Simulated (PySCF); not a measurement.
A PySCF script (with the pyscf-properties extension) for the NMR shieldings of `CSC[C@@H](C)S`, C$_{4}$H$_{10}$S$_{2}$, on a GFN2-xTB geometry:

```python
import basis_set_exchange as bse
import numpy as np
from pyscf import gto, dft
from pyscf.prop import nmr

atoms = """
C     2.248432   -0.740557   -1.030413
S     1.727263   -0.307301    0.652658
C     0.382070    0.869505    0.290093
C    -0.878868    0.189324   -0.213701
C    -1.508471   -0.723801    0.821714
S    -2.069659    1.475690   -0.766873
H     1.477744   -1.324509   -1.524864
H     2.463083    0.166749   -1.587661
H     3.149369   -1.336274   -0.928900
H     0.755175    1.593705   -0.435206
H     0.190243    1.377903    1.235796
H    -0.666643   -0.363493   -1.132344
H    -2.395852   -1.204216    0.417451
H    -1.790410   -0.156721    1.707488
H    -0.794353   -1.489924    1.117497
H    -2.296721    1.982862    0.442999
"""
names = dict.fromkeys(["C", "S", "H"], "pcSseg-1")
basis = {el: gto.basis.parse(bse.get_basis(n, elements=[el], fmt="nwchem")) for el, n in names.items()}
mol = gto.M(atom=atoms, basis=basis, charge=0, verbose=0)
mf = dft.RKS(mol, xc="PBE0")
mf.grids.level = 2
mf.grids.alignment = dft.numint.BLKSIZE   # the property module wants whole blocks of grid points
mf.conv_tol = 1e-9
mf.kernel()

calc = nmr.RKS(mf)   # GIAO
C = mf.mo_coeff
Co = C[:, mf.mo_occ > 0]
resp = mf.gen_response(singlet=True, hermi=2)
def vind(x):   # induced exchange potential for any number of trial vectors
    d = np.einsum("pi,xij,qj->xpq", C, 2 * x.reshape(-1, C.shape[1], Co.shape[1]), Co, optimize=True)
    return np.einsum("xpq,pi,qj->xij", resp(d - d.transpose(0, 2, 1)), C, Co, optimize=True).ravel()
mo1, _ = nmr.rhf.solve_mo1(calc, with_cphf=vind)
sigma = calc.kernel(mo1)
for i, s in enumerate(sigma):   # ppm
    w = np.linalg.eigvalsh((s + s.T) / 2)
    print("%2d %-2s iso %8.1f  s11 %8.1f  s22 %8.1f  s33 %8.1f" % (i, mol.atom_pure_symbol(i), w.mean(), *w))
```

**Question.** What are the results?

**Answer.** 
```
 0 C  iso    167.4  s11    146.8  s22    167.3  s33    188.0
 1 S  iso    543.7  s11    434.1  s22    457.2  s33    739.9
 2 C  iso    134.3  s11    112.8  s22    132.0  s33    158.1
 3 C  iso    147.7  s11    127.4  s22    149.1  s33    166.6
 4 C  iso    160.0  s11    145.5  s22    150.7  s33    183.8
 5 S  iso    510.7  s11    329.8  s22    434.6  s33    767.8
 6 H  iso     29.3  s11     23.3  s22     28.9  s33     35.7
 7 H  iso     29.9  s11     25.2  s22     27.3  s33     37.1
 8 H  iso     29.8  s11     24.6  s22     26.4  s33     38.3
 9 H  iso     28.7  s11     22.2  s22     30.8  s33     33.1
10 H  iso     29.6  s11     24.2  s22     30.5  s33     34.3
11 H  iso     29.4  s11     24.6  s22     29.3  s33     34.3
12 H  iso     30.1  s11     26.0  s22     27.7  s33     36.6
13 H  iso     31.3  s11     27.9  s22     29.1  s33     36.8
14 H  iso     29.1  s11     22.7  s22     29.6  s33     35.2
15 H  iso     30.4  s11     24.2  s22     28.7  s33     38.2
```

These numbers come from an equivalent density-fitted implementation of the same equations, which agrees with the script to about 0.01 ppm for H and up to a few tenths of a ppm for heavy atoms, so last digits may differ.

**Question.** Turn these shieldings into chemical shifts. Referencing at the same level of theory: ¹³C (186.93 ppm), ¹H (31.72 ppm) against TMS; ³³S (503.73 ppm) vs CS2.

**Answer.** Averaging equivalent atoms: C 2: 52.7; C 3: 39.2; C 4: 26.9; C 0: 19.6; S 5: -7; S 1: -40; H 9: 3.00; H 11: 2.34; H 10: 2.09; H 6/7/8: 2.07; H 12/13/14: 1.56; H 15: 1.36 ppm. 

Size and cost of the density-fitted run: 166 basis functions, 34 s wall time on 1 thread of an Arm Neoverse N1, shared host; peak memory 0.75 GiB.
